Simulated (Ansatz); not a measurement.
For fluorite CeO₂, r²SCAN+rVV10 (plane waves, PAW; Ansatz, a program for electronic structure) gives:

| Quantity | Value |
|---|---|
| equilibrium lattice constant a | 5.422 Å |
| bulk modulus | 197 GPa |

Problem. What does HSE06 (PAW; Ansatz) give for the same quantities?

Solution. 
- lattice constant a: 5.394 Å (decreases by 0.5 %)
- bulk modulus: 208 GPa (rises by 5.6 %)

For comparison: lattice constant a 5.391 Å (measured, 0 K, extrapolated to 0 K; as tabulated in Stimac et al. (2024), arXiv:2411.06536); bulk modulus 220 ± 9 GPa (measured, room temperature, no zero-point or thermal correction, our sources range from 220 to 230; as tabulated in High Pressure Brillouin Spectroscopy and X-ray Diffraction of Cerium Dioxide …).

Changes are worked out from the printed values.

Unless a cell is named, each level is at its own relaxed cell (r²SCAN+rVV10 13.28, HSE06 13.08 Å³/atom).

The crystal itself was run without spin with r²SCAN+rVV10, HSE06; a magnetic state was not tried in these runs.

Ansatz's density-functional and Hartree–Fock values are scalar-relativistic unless marked +SOC, with PAW data made under PBE.
